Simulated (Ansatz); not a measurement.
A nudged elastic band was laid between two geometries of C2H5FOS (10 atoms, charge 0, multiplicity 1).

Level of theory: RHF/def2-SVP (Ansatz 0.2.0).

- movable images: 9
- climbing image: yes
- spring: 5.0 eV/Å²
- optimiser: quadratic models (default)
- start path: through a guess of the saddle point
- force threshold: 0.03 eV/Å
- iteration limit: 28
- end points: relaxed

Image 0:

```xyz
10
Properties=species:S:1:pos:R:3
C -1.138 -0.005 0.207
C 0.298 -0.098 -0.242
O 0.406 0.395 -1.500
F 0.666 -1.405 -0.238
S 1.479 0.804 0.842
H -1.753 -0.575 -0.488
H -1.247 -0.417 1.208
H -1.460 1.034 0.207
H 1.303 0.331 -1.800
H 1.530 -0.114 1.808
```

Image 10:

```xyz
10
Properties=species:S:1:pos:R:3
C -1.138 0.014 0.209
C 0.294 -0.056 -0.259
O 0.438 0.706 -1.370
F 0.586 -1.348 -0.557
S 1.518 0.504 0.996
H -1.278 -0.608 1.091
H -1.400 1.042 0.446
H -1.780 -0.349 -0.594
H 1.332 0.660 -1.682
H 1.511 -0.615 1.722
```

What changes between the two ends?

No bond is made or broken. The dihedral H7–C1–C2–S5 goes from -60 to 61°. The two ends are copies of one structure, up to a mirror image or an exchange of like atoms.

Give the energies along the band, and the barrier.

It converged. The highest image is number 5 of 0 to 10, 0.195 eV above the ends, which have the same energy within 2 meV. A vibrational analysis at the climbing image gives one clearly imaginary mode, 274i cm⁻¹: a first-order saddle point.

```csv
image,path coordinate (Å),energy (eV),dihedral H7–C1–C2–S5 (°)
0,0.00,0.000,-60
1,0.33,0.018,-48
2,0.66,0.067,-36
3,0.99,0.128,-24
4,1.33,0.177,-11
5,1.66,0.195,1
6,2.00,0.176,13
7,2.34,0.126,26
8,2.68,0.066,38
9,3.01,0.018,50
10,3.35,0.000,61
```

What is the geometry of the highest image?


```xyz
10
Properties=species:S:1:pos:R:3
C -1.144 0.017 0.218
C 0.302 -0.066 -0.258
O 0.443 0.649 -1.402
F 0.606 -1.366 -0.512
S 1.554 0.545 0.948
H -1.571 -0.983 0.228
H -1.223 0.447 1.212
H -1.709 0.634 -0.477
H 1.331 0.573 -1.725
H 1.493 -0.503 1.772
```

What are the harmonic wavenumbers there?

274i, 225, 332, 363, 439, 480, 496, 592, 746, 950, 1014, 1062, 1176, 1268, 1387, 1469, 1546, 1583, 1592, 2875, 3218, 3315, 3327, 4139 cm⁻¹.

Run time: 7.7 min on 1 thread of Intel(R) Xeon(R) Processor @ 2.50GHz (Skylake/Cascade Lake), on a shared host, peak memory 0.2 GiB.
